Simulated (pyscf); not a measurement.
Thermochemistry of product channels of `[CH3][CH3]` + `[F]` [doublet] on the doublet surface, in kcal/mol, from CCSD(T)/def2-TZVPP + ΔMP2(QZVPP) energies (ideal gas, 1 atm, RRHO with modes under 100 cm⁻¹ raised to 100, one conformer, R ln 2 for rigid chiral ones). Single points on ωB97X-D3(BJ)/def2-SVP structures (PySCF, gas phase). Correlated levels are frozen-core, on RHF or UHF. ΔMP2 is the change of the MP2 total energy from the triple- to the quadruple-zeta basis.

```json
[
 {"products": "`[CH3][CH2][F]` + `[H]` [doublet]", "ΔE": "…", "ΔH(298 K)": "-11.1", "ΔG(298 K)": "-11.1", "ΔG(1200 K)": "…"},
 {"products": "`[CH2][CH3]` [doublet] + `[FH]`", "ΔE": "-31.8", "ΔH(298 K)": "-34.7", "ΔG(298 K)": "-38.4", "ΔG(1200 K)": "-50.7"}
]
```

Q: Some entries are withheld; supply them.

A: 
- `[CH3][CH2][F]` + `[H]` [doublet], ΔE: -7.3
- `[CH3][CH2][F]` + `[H]` [doublet], ΔG(1200 K): -12.2

These are energies of the channels, which say nothing of barriers. The CCSD(T) − MP2 part came from Ansatz, without density fitting, on the same reference. Left out: orbital degeneracy and the spin-orbit lowering of F.
